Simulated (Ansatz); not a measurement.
## InSb, pressure series

Consider InSb in the zinc blende structure (space group F-43m, No. 216; a = 6.5561 Å).

Cell and atoms are relaxed at each pressure.

Calculations: r2SCAN, PAW, 500 eV (Ansatz, a quantum-chemistry and plane-wave program; spin-orbit coupling left out).

| pressure (GPa) | volume per atom (Å³/atom) |
|---|---|
| -2 | 37.122 |
| -1 | ? |
| 0 | 35.225 |
| 0.9 | 34.538 |
| 4.5 | 32.367 |
| 9 | 30.443 |
| 15 | 28.568 |
| 22.5 | 26.839 |
| 30 | 25.513 |

Question: Fit the third-order Birch–Murnaghan form P(V) = (3B₀/2)[(V₀/V)^(7/3) − (V₀/V)^(5/3)]·[1 + (3/4)(B₀′ − 4)((V₀/V)^(2/3) − 1)] (squares taken in P) to the rows shown and predict the withheld row.

Answer: Least squares on the printed values gives V₀ = 35.233 Å³/atom, B₀ = 44.0 GPa, B₀′ = 4.6; this predicts 36.091 Å³/atom, and the run gives 36.092 Å³/atom, in agreement.

Measured bulk modulus of InSb: 46.1 GPa (static lattice; corrected from measurement; as listed in Daniel Mejia-Rodriguez, S. B. Trickey, Phys. Rev. B (2018)); the computed value is 5 % below it.

Load acts through the strain it causes; cell and atoms are relaxed under it. No phonon test of stability was made. Tetrahedral semiconductors of this kind turn to denser phases somewhere between about 1 and 50 GPa; those were not computed, so compressed cells here can lie past the real transition. The final runs are not spin-polarised.
